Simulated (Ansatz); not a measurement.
# SiH2Cl−: functionals against CCSD(T) at one geometry

One table from this session's results is given with a row withheld; the runs are named, their logs left out.

Method: single points in def2-TZVPPD; program: Ansatz 0.2.0, Gaussian basis.

Correlated methods freeze the cores.

## The system as given

SMILES `[SiH2-]Cl`, 4 atoms, charge -1, spin multiplicity 1.

Atoms are counted from 1 here; the program's logs count them from 0.

Bond lengths: Si1–Cl2 2.265 Å, Si1–H3 1.579 Å, Si1–H4 1.552 Å. Angles: Cl2–Si1–H3 95.2°, Cl2–Si1–H4 95.5°, H3–Si1–H4 88.1°.

Geometry (Å):

```xyz
4
charge -1, multiplicity 1
Si   -0.47439    0.43549    0.26458
Cl    1.66182   -0.12020    0.77191
H    -0.95784   -1.05010    0.03253
H    -0.24063    0.54250   -1.26590
```

The first run:

run/in.yaml

```yaml
crystal:
  periodic: [false, false, false]
  atoms:
    - {symbol: Si, position_ang: [-0.474394, 0.435494, 0.264584]}
    - {symbol: Cl, position_ang: [1.661823, -0.120204, 0.771908]}
    - {symbol: H, position_ang: [-0.957845, -1.050100, 0.032531]}
    - {symbol: H, position_ang: [-0.240628, 0.542503, -1.265899]}
basis:
  gaussian: {orbitals: "def2-TZVPPD.json"}
total_charge: -1
hamiltonian: {xc: pbe, dispersion: d4}
output: {forces: true}
```

The basis file named in the input lies beside it (Basis Set Exchange, JSON).

The run is started by

```sh
ansatz run in.yaml --threads 2 --pin off --events-out ev --progress --plain --max-ram 3481MiB
```

Steps of the session up to this table: PBE-D4/def2-TZVPPD; r2SCAN-D4/def2-TZVPPD; PBE0-D4/def2-TZVPPD; wB97M-V/def2-TZVPPD; CCSD(T)/def2-TZVPPD.

One table of the session follows, with a row left open; its other results are not shown here.

| method | RMS force component (eV/Å) | angle to CCSD(T) forces (°) |
| --- | --- | --- |
| PBE-D4 | 0.154 | 24.0 |
| r2SCAN-D4 | ? | ? |
| PBE0-D4 | 0.248 | 11.9 |
| wB97M-V | 0.294 | 3.7 |
| CCSD(T) | 0.292 | reference |

Q: Estimate the row for r2SCAN-D4 from the others.

As computed: RMS force component (eV/Å): 0.240; angle to CCSD(T) forces (°): 7.4. In the column «RMS force component (eV/Å)» it lies between PBE-D4 (0.154) and PBE0-D4 (0.248).
